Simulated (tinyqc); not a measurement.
Inside a calculation. Method: UHF in the sto-6g basis, for CH, spin multiplicity 4. One step of it, computed by the program tinyqc.

Question. Iteration 3: building the Fock matrix. J_ij = sum D_kl (ij|kl) with D = D(alpha) + D(beta), K_ij = sum D_kl (ik|jl) for each spin; F = H + J - K(s); E = tr D H + tr D J / 2 - 0.5 sum_s tr D(s) K(s) + E_nn.

D(alpha) after iteration 2, order 1C 1s, 1C 2s, 1C 2px, 1C 2py, 1C 2pz, 2H 1s:
```
[[1.058186, -0.236044, 0.000000, 0.000000, 0.054615, -0.019643],
 [-0.236044, 0.999225, 0.000000, 0.000000, -0.300268, -0.047791],
 [0.000000, 0.000000, 1.000000, 0.000000, 0.000000, 0.000000],
 [0.000000, 0.000000, 0.000000, 1.000000, 0.000000, 0.000000],
 [0.054615, -0.300268, 0.000000, 0.000000, 0.398722, 0.353522],
 [-0.019643, -0.047791, 0.000000, 0.000000, 0.353522, 0.375333]]
```

D(beta) after iteration 2, order 1C 1s, 1C 2s, 1C 2px, 1C 2py, 1C 2pz, 2H 1s:
```
[[1.031146, -0.109628, 0.000000, 0.000000, -0.035537, -0.095141],
 [-0.109628, 0.412275, 0.000000, 0.000000, 0.126990, 0.291904],
 [0.000000, 0.000000, 0.000000, 0.000000, 0.000000, 0.000000],
 [0.000000, 0.000000, 0.000000, 0.000000, 0.000000, 0.000000],
 [-0.035537, 0.126990, 0.000000, 0.000000, 0.039119, 0.089944],
 [-0.095141, 0.291904, 0.000000, 0.000000, 0.089944, 0.206983]]
```

core Hamiltonian H = T + V (hartree), order 1C 1s, 1C 2s, 1C 2px, 1C 2py, 1C 2pz, 2H 1s:
```
[[-18.431121, -4.230832, 0.000000, 0.000000, -0.018343, -1.169966],
 [-4.230832, -5.144829, 0.000000, 0.000000, -0.176245, -2.338701],
 [0.000000, 0.000000, -4.114354, 0.000000, 0.000000, 0.000000],
 [0.000000, 0.000000, 0.000000, -4.114354, 0.000000, 0.000000],
 [-0.018343, -0.176245, 0.000000, 0.000000, -4.244628, -1.928094],
 [-1.169966, -2.338701, 0.000000, 0.000000, -1.928094, -3.354767]]
```

Two-electron integrals (ij|kl) in chemists' order, unique and non-zero (hartree):
```
(11|11) 3.543743   (21|11) 0.529462   (21|21) 0.100317   (22|11) 0.853596
(22|21) 0.199930   (22|22) 0.624844   (31|31) 0.021271   (32|31) 0.031868
(32|32) 0.138108   (33|11) 0.853598   (33|21) 0.199930   (33|22) 0.624843
(33|33) 0.673218   (41|41) 0.021271   (42|41) 0.031868   (42|42) 0.138108
(43|43) 0.036281   (44|11) 0.853598   (44|21) 0.199930   (44|22) 0.624843
(44|33) 0.600655   (44|44) 0.673218   (51|51) 0.021271   (52|51) 0.031868
(52|52) 0.138108   (53|53) 0.036281   (54|54) 0.036281   (55|11) 0.853598
(55|21) 0.199930   (55|22) 0.624843   (55|33) 0.600655   (55|44) 0.600655
(55|55) 0.673218   (61|11) 0.153328   (61|21) 0.027937   (61|22) 0.054675
(61|33) 0.054467   (61|44) 0.054467   (61|51) 0.001826   (61|52) 0.003513
(61|55) 0.055091   (61|61) 0.008001   (62|11) 0.339675   (62|21) 0.080590
(62|22) 0.274086   (62|33) 0.267857   (62|44) 0.267857   (62|51) 0.008161
(62|52) 0.052657   (62|55) 0.286544   (62|61) 0.023099   (62|62) 0.153878
(63|31) 0.008993   (63|32) 0.044947   (63|53) 0.010489   (63|63) 0.019677
(64|41) 0.008993   (64|42) 0.044947   (64|54) 0.010489   (64|64) 0.019677
(65|11) 0.280883   (65|21) 0.067627   (65|22) 0.243623   (65|33) 0.231360
(65|44) 0.231360   (65|51) 0.014965   (65|52) 0.088454   (65|55) 0.268148
(65|61) 0.020403   (65|62) 0.162682   (65|65) 0.188543   (66|11) 0.479821
(66|21) 0.116070   (66|22) 0.445110   (66|33) 0.421502   (66|44) 0.421502
(66|51) 0.015566   (66|52) 0.130993   (66|55) 0.492326   (66|61) 0.033947
(66|62) 0.309079   (66|65) 0.362172   (66|66) 0.774999
```

nuclear repulsion = 2.95080229 hartree

Give: Coulomb J; exchange K(alpha); exchange K(beta); F(alpha); F(beta); total energy of this density.

Answer.

Coulomb J (hartree), order 1C 1s, 1C 2s, 1C 2px, 1C 2py, 1C 2pz, 2H 1s:
```
[[10.983, 1.967, 0.000, 0.000, 0.016, 0.557],
 [1.967, 4.647, 0.000, 0.000, 0.133, 2.078],
 [0.000, 0.000, 4.633, 0.000, 0.000, 0.000],
 [0.000, 0.000, 0.000, 4.633, 0.000, 0.000],
 [0.016, 0.133, 0.000, 0.000, 4.675, 1.887],
 [0.557, 2.078, 0.000, 0.000, 1.887, 3.480]]
```

exchange K(alpha) (hartree), order 1C 1s, 1C 2s, 1C 2px, 1C 2py, 1C 2pz, 2H 1s:
```
[[3.647, 0.610, 0.000, 0.000, 0.002, 0.182],
 [0.610, 1.033, 0.000, 0.000, -0.038, 0.500],
 [0.000, 0.000, 0.880, 0.000, 0.000, 0.000],
 [0.000, 0.000, 0.000, 0.880, 0.000, 0.000],
 [0.002, -0.038, 0.000, 0.000, 0.738, 0.433],
 [0.182, 0.500, 0.000, 0.000, 0.433, 0.686]]
```

exchange K(beta) (hartree), order 1C 1s, 1C 2s, 1C 2px, 1C 2py, 1C 2pz, 2H 1s:
```
[[3.569, 0.535, 0.000, 0.000, 0.003, 0.156],
 [0.535, 0.509, 0.000, 0.000, 0.235, 0.418],
 [0.000, 0.000, 0.104, 0.000, 0.000, 0.000],
 [0.000, 0.000, 0.000, 0.104, 0.000, 0.000],
 [0.003, 0.235, 0.000, 0.000, 0.234, 0.296],
 [0.156, 0.418, 0.000, 0.000, 0.296, 0.513]]
```

F(alpha) (hartree), order 1C 1s, 1C 2s, 1C 2px, 1C 2py, 1C 2pz, 2H 1s:
```
[[-11.095, -2.874, 0.000, 0.000, -0.004, -0.794],
 [-2.874, -1.531, 0.000, 0.000, -0.005, -0.761],
 [0.000, 0.000, -0.361, 0.000, 0.000, 0.000],
 [0.000, 0.000, 0.000, -0.361, 0.000, 0.000],
 [-0.004, -0.005, 0.000, 0.000, -0.307, -0.474],
 [-0.794, -0.761, 0.000, 0.000, -0.474, -0.561]]
```

F(beta) (hartree), order 1C 1s, 1C 2s, 1C 2px, 1C 2py, 1C 2pz, 2H 1s:
```
[[-11.017, -2.799, 0.000, 0.000, -0.005, -0.768],
 [-2.799, -1.006, 0.000, 0.000, -0.279, -0.678],
 [0.000, 0.000, 0.415, 0.000, 0.000, 0.000],
 [0.000, 0.000, 0.000, 0.415, 0.000, 0.000],
 [-0.005, -0.279, 0.000, 0.000, 0.196, -0.338],
 [-0.768, -0.678, 0.000, 0.000, -0.338, -0.388]]
```

total energy of this density = -38.16017 hartree
